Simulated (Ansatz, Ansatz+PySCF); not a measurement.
```xyz
6

O    -1.4973   -0.1319    0.0131
H    -1.8792    0.6555   -0.0194
H    -0.5314    0.0418    0.0120
O     1.3951    0.2053   -0.0122
H     1.5683   -0.3698   -0.7470
H     1.5185   -0.3660    0.7501
```

RHF on singlet H4O2 was run in several spherical basis sets with Ansatz (development build ahead of 0.2.0). Caution for RHF: no unrestricted run beside it, a lower state can exist.

Q: Rank the basis sets by the total energy that they give, lowest first, with the distance from the lowest.
A. cc-pVTZ
B. def2-TZVP
C. 6-31G(d)
D. def2-SVP
E. STO-3G
F. cc-pVDZ
G. 6-31G
H. aug-cc-pVDZ

A: B (0.00 eV), A (0.08 eV), H (0.98 eV), F (1.70 eV), C (2.66 eV), G (4.00 eV), D (5.27 eV), E (59.85 eV).

Totals follow the description of the cores as much as that of the bonds, so this order isn't one of quality for chemistry.
